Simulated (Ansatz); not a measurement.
**AlHO (singlet): from Hartree-Fock to the top rungs at a displaced geometry (v2), cc-pVTZ**

An exercise on one series of results from a longer session: the logs are not shown, and one member is left open.

Computed with Ansatz 0.2.0, Gaussian basis. Level: cc-pVTZ, core rule «outside noble gas», up to 6 orbitals frozen.

Plan: UHF; CCSD(T) on RHF; BCCD(T) on RHF; CCSDT(Q) on RHF.

10 further runs of the same task are left out: 3 for a known fault of the program, 2 that didn't finish, 5 set aside as unsound or not needed.

### What is computed

The geometry is a PBE0/def2-TZVP stationary point (not a proven minimum) with its atoms shifted at random (size 0.100 Å).

3 atoms, charge 0, spin multiplicity 1.

Atoms are counted from 1 here; the program's logs count them from 0.

Bond lengths: Al1–O2 1.591 Å, Al1–H3 1.574 Å. Angles: O2–Al1–H3 170.8°.

Set-up of the first run:

File in.yaml:

```yaml
crystal:
  periodic: [false, false, false]
  atoms:
    - {symbol: Al, position_ang: [0.084376, 0.005225, 0.003469]}
    - {symbol: O, position_ang: [-0.080498, 0.013599, -1.578686]}
    - {symbol: H, position_ang: [-0.003878, -0.018825, 1.575217]}
basis:
  gaussian: {orbitals: cc-pVTZ}
magnetization: {spin_polarized: true, initial_magnetization: 0}
hamiltonian: {xc: hf}
output: {orbitals: {seedname: orbitals}}
```

On the command line:

```sh
$ ansatz run in.yaml --threads 1 --pin off --events-out ev --progress --plain --max-ram 2393MiB
```

Among the steps run: UHF; CCSD(T) on RHF; BCCD(T) on RHF; CCSDT(Q) on RHF.

One table of the session follows, with a row left open; its other results are not shown here.

```
   method  from RCCSDT(Q) (meV)
      RHF               +9438.4
     RMP2                +451.6
    RCCSD                +507.2
 RCCSD(T)                 +55.8
  BCCD(T)                     ?
   RCCSDT                 +48.0
RCCSDT(Q)                     0
```

Estimate the missing values for BCCD(T).

As computed: from RCCSDT(Q) (meV): +49.9. In the column «from RCCSDT(Q) (meV)» it lies between RCCSDT (+48.0) and RCCSD(T) (+55.8).
